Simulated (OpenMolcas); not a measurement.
# One shape, several levels: CH4Si (SMILES C=[SiH2])

We compute a comparison of 6 runs (UHF/STO-3G, B3LYP/STO-3G, PBE/STO-3G, PBE0/STO-3G, SVWN5/STO-3G, MP2/STO-3G) of CH4Si. 

Program for the calculation: OpenMolcas 26.06.

3 further runs of the same task are left out: 1 that didn't finish, 2 set aside as unsound or not needed.

### Step 1. The system as given

CH4Si has 6 atoms, charge 0, and is taken as a singlet. SMILES: `C=[SiH2]`. The Si2–H6 distance was set to 3.646 Å, away from the relaxed value. At this shape a bond of the SMILES string is far longer than usual.

Bond lengths: C1–Si2 1.748 Å, C1–H3 1.077 Å, C1–H4 1.077 Å, Si2–H5 1.458 Å. Angles: C1–Si2–H5 124.5°, Si2–C1–H3 122.4°, Si2–C1–H4 122.5°, H3–C1–H4 115.0°.

### Step 2. The energy at UHF/STO-3G (run 1)

File mol.inp:

```
>>> EXPORT MOLCAS_PRINT=2

&GATEWAY
 BasLib=$CurrDir
 Coord
 6
 angstrom
 C       -2.140614      -1.495836       1.120264
 Si      -0.790654      -0.496916       1.603624
 H       -2.810434      -1.945286       1.833494
 H       -2.364844      -1.706836       0.088624
 H       -0.448944      -0.182706       2.986114
 H        1.545870       1.084200      -0.705300
 Basis=STO-3G
 Group=NoSym

&SEWARD

&SCF
 UHF
 Thresholds=1e-10 1e-07 1e-07 1e-05
 Scramble=0.25
 PrOrbitals=1 1
```

The basis set STO-3G is read from a file made from the Basis Set Exchange's data (not shown).

Started as:

```sh
$ export MOLCAS_MEM=1860
$ pymolcas mol.inp > mol.log
```

The log of the run:

```text
--- Start Module: gateway ---
[...]
--- Stop Module: gateway /rc=_RC_ALL_IS_WELL_ ---
--- Start Module: seward ---
[...]
      Basis functions           18
--- Stop Module: seward /rc=_RC_ALL_IS_WELL_ ---
--- Start Module: scf ---
[...]
       Convergence after  35 Iterations
[...]
::    Total SCF energy                               -325.0853740534
[...]
      Total spin, S                                     0.8856662491
[...]
      Total electronic charge=   24.000000
      Total            charge=   -0.000000
[...]
      Dipole Moment (debye):
      Origin of the operator (angstrom)=   -1.1797   -0.7868    1.4212
                   X=  7.2498E-01               Y=  5.0550E-01               Z= -3.7930E-01           Total=  9.6177E-01
      Quadrupole Moment (debye*angstrom):
[...]
--- Stop Module: scf /rc=_RC_ALL_IS_WELL_ ---
[...]
```

It took 1.9 s on 1 thread of Arm Neoverse V2, shared host; peak memory 0.37 GiB.

### Step 3. A single-point energy at B3LYP/STO-3G (run 2)

File mol.input:

```
* CH4Si Kohn-Sham DFT

&GATEWAY
  BasLib=$CurrDir
  Coord
  6
  angstrom
  C       -2.140614      -1.495836       1.120264
  Si      -0.790654      -0.496916       1.603624
  H       -2.810434      -1.945286       1.833494
  H       -2.364844      -1.706836       0.088624
  H       -0.448944      -0.182706       2.986114
  H        1.545870       1.084200      -0.705300
  Basis=STO-3G
  Group=NoSym

&SEWARD
  GridInput
  Grid=UltraFine
  End of Grid

&SCF
  KSDFT=B3LYP
  Thresholds=1e-10 1e-07 1e-07 1e-05
  PrOrbitals=1 1
```

The basis set STO-3G is read from a file made from the Basis Set Exchange's data (not shown).

Started as:

```sh
$ export MOLCAS_MEM=1860
$ pymolcas mol.input > mol.log
```

The log of the run:

```text
--- Start Module: gateway ---
[...]
--- Stop Module: gateway /rc=_RC_ALL_IS_WELL_ ---
--- Start Module: seward ---
[...]
      Basis functions           18
--- Stop Module: seward /rc=_RC_ALL_IS_WELL_ ---
--- Start Module: scf ---
[...]
       Convergence after  54 Iterations
[...]
::    Total KS-DFT energy                            -325.8139271867
[...]
      Total spin, S                                     0.0000000000
[...]
      Total electronic charge=   24.000000
      Total            charge=   -0.000000
[...]
      Dipole Moment (debye):
      Origin of the operator (angstrom)=   -1.1797   -0.7868    1.4212
                   X= -8.7773E-02               Y= -1.4349E-02               Z=  1.0339E+00           Total=  1.0377E+00
      Quadrupole Moment (debye*angstrom):
[...]
--- Stop Module: scf /rc=_RC_ALL_IS_WELL_ ---
[...]
```

Run time: 14 s. Hardware: 1 thread of Arm Neoverse V2, shared host; peak memory 0.37 GiB.

Run 3 isn't shown in full; the table further down has it.

### Step 4. The energy at PBE0/STO-3G (run 4)

File mol.inp:

```
>>> EXPORT MOLCAS_PRINT=2

&GATEWAY
  BasLib=$CurrDir
  Coord
  6
  angstrom
  C       -2.140614      -1.495836       1.120264
  Si      -0.790654      -0.496916       1.603624
  H       -2.810434      -1.945286       1.833494
  H       -2.364844      -1.706836       0.088624
  H       -0.448944      -0.182706       2.986114
  H        1.545870       1.084200      -0.705300
  Basis=STO-3G
  Group=NoSym

&SEWARD
  GridInput
  Grid=UltraFine
  End of Grid

&SCF
  KSDFT=PBE0
  Thresholds=1e-10 1e-07 1e-07 1e-05
  PrOrbitals=1 1
```

The basis set STO-3G is read from a file made from the Basis Set Exchange's data (not shown).

Started as:

```sh
$ export MOLCAS_MEM=1860
$ pymolcas mol.inp > mol.log
```

The log of the run:

```text
--- Start Module: gateway ---
[...]
--- Stop Module: gateway /rc=_RC_ALL_IS_WELL_ ---
--- Start Module: seward ---
[...]
      Basis functions           18
--- Stop Module: seward /rc=_RC_ALL_IS_WELL_ ---
--- Start Module: scf ---
[...]
       Convergence after  36 Iterations
[...]
::    Total KS-DFT energy                            -325.2514737182
[...]
      Total spin, S                                     0.0000000000
[...]
      Total electronic charge=   24.000000
      Total            charge=   -0.000000
[...]
      Dipole Moment (debye):
      Origin of the operator (angstrom)=   -1.1797   -0.7868    1.4212
                   X= -8.4072E+00               Y= -5.5868E+00               Z=  1.0524E+01           Total=  1.4583E+01
      Quadrupole Moment (debye*angstrom):
[...]
--- Stop Module: scf /rc=_RC_ALL_IS_WELL_ ---
[...]
```

Run time: 9 s. Hardware: 1 thread of Arm Neoverse V2, shared host; peak memory 0.37 GiB.

Run 5 isn't shown in full; the table further down has it.

### Step 5. A single-point energy at MP2/STO-3G (run 6)

File mol.inp:

```
&GATEWAY
 BasLib = $CurrDir
 Coord
 6
 angstrom
 C       -2.140614      -1.495836       1.120264
 Si      -0.790654      -0.496916       1.603624
 H       -2.810434      -1.945286       1.833494
 H       -2.364844      -1.706836       0.088624
 H       -0.448944      -0.182706       2.986114
 H        1.545870       1.084200      -0.705300
 Basis = STO-3G
 Group = NoSym

&SEWARD

&SCF
 Thresholds = 1e-10 1e-07 1e-07 1e-05
 PrOrbitals = 1 1

&MBPT2
 Frozen = 6
```

The basis set STO-3G is read from a file made from the Basis Set Exchange's data (not shown).

Started as:

```sh
$ export MOLCAS_MEM=1860
$ pymolcas mol.inp > mol.log
```

The log of the run:

```text
--- Start Module: gateway ---
[...]
--- Stop Module: gateway /rc=_RC_ALL_IS_WELL_ ---
[...]
      Basis functions           18
[...]
--- Start Module: scf ---
[...]
       Convergence after  15 Iterations
[...]
::    Total SCF energy                               -324.8460963951
[...]
      Total spin, S                                     0.0000000000
[...]
      Total electronic charge=   24.000000
      Total            charge=   -0.000000
[...]
      Dipole Moment (debye):
      Origin of the operator (angstrom)=   -1.1797   -0.7868    1.4212
                   X= -1.1521E-01               Y= -1.7929E-02               Z=  1.3826E+00           Total=  1.3875E+00
      Quadrupole Moment (debye*angstrom):
[...]
--- Stop Module: scf /rc=_RC_ALL_IS_WELL_ ---
--- Start Module: mbpt2 ---
[...]
WARNING!
Default frozen orbitals as non valence orbitals is overwritten by user input.
Default values:   3
[...]
       Reference weight ( Cref**2 )         =        0.68737
::    Total MBPT2 energy                             -325.1066330223
[...]
      Total MBPT2 calculations                           0.03      0.04
--- Stop Module: mbpt2 /rc=_RC_ALL_IS_WELL_ ---
[...]
```

Wall time 1.5 s (1 thread of Arm Neoverse V2, shared host); peak memory 0.37 GiB.

### Step 6. Overview of the runs

```tsv
run	level	scramble	integration grid	energy (Eh)	dipole moment (D) of the reference	wall time
1	UHF/STO-3G	0.25	–	-325.085374	0.96	1.9 s
2	B3LYP/STO-3G	–	UltraFine	-325.813927	1.04	14 s
3	PBE/STO-3G	–	UltraFine	-325.201454	14.58	7.2 s
4	PBE0/STO-3G	–	UltraFine	-325.251474	14.58	9 s
5	SVWN5/STO-3G	–	UltraFine	-323.842512	14.64	6 s
6	MP2/STO-3G	–	–	-325.106633	1.39	1.5 s
```

### Step 7. Summary of results

| quantity | value |
| --- | --- |
| run 6: total energy | -325.10663 Eh |
| run 6: dipole moment (mean-field density) | 1.39 D |
| run 6: HOMO energy (Hartree–Fock orbitals) | -3.87 eV |
| run 6: LUMO energy (Hartree–Fock orbitals) | 1.11 eV |
| run 6: HOMO–LUMO gap (Hartree–Fock orbitals) | 4.99 eV |
| run 6: correlation energy (6 core orbitals frozen) | -260.5 mEh |

Over runs 1, 2, 3, 4, 5 the dipole moment (its size) runs from 0.96 D (UHF/STO-3G) to 14.64 D (SVWN5/STO-3G). The two dipoles point in opposite directions. So wide a spread suggests that the runs ended on unlike SCF solutions, not only an effect of the method. Totals of different functionals can't be ranked against each other. In runs 1, 2, 3, 4, 5, 6 the basis is minimal, so the values are rough. In runs 2, 3, 4, 5, 6 a closed-shell determinant meets a far-stretched bond, which it describes badly. Spin contamination of the reference: run 1 ⟨S²⟩ = 1.67. Where it is this large, the reference is a mixture of spin states, and values that rest on it are in doubt. All runs together took 40 s, the longest 14 s.
